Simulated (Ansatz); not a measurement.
## Ni: all-electron results

```
Ni
1.0
     0.00000    1.75960    1.75960
     1.75960    0.00000    1.75960
     1.75960    1.75960    0.00000
Ni
1
Direct
  0.00000 0.00000 0.00000
```

The cell was built from the fcc type and relaxed in the same program, and has space group Fm-3m; it needn't be a known or the stable phase.

Methods: DFT, PBE, all-electron LAPW, scalar-relativistic (Ansatz 0.2.0); DFT, PBE, all-electron PAW with datasets made for the crystal, scalar-relativistic (Ansatz 0.2.0).

For LAPW: a Γ-centred 18×18×18 k mesh, Fermi–Dirac smearing of 0.08 eV, basis error target 1 meV/atom, spin-polarised from start moments Ni 1.5 μB. The crystal-made all-electron datasets (AE datasets) take a cutoff of 320 eV at this cell. The Ansatz runs share mesh, smearing and spin set-up. Values come from LAPW unless marked.

- Band gap: none: bands cross the Fermi level, a metal
- Moment of the cell: 0.62 μB
- Moments in the spheres: Ni 0.65 μB
- Density of states at the Fermi level (0.2 eV bin): 1.69 states/eV per cell
- Contact hyperfine fields (crystal-made datasets): Ni -10.8 T, core polarisation included, positive along the moment of the spin-up electrons
- Volume per atom: 73.5 bohr³
- Pressure at this cell: -0.1 kbar
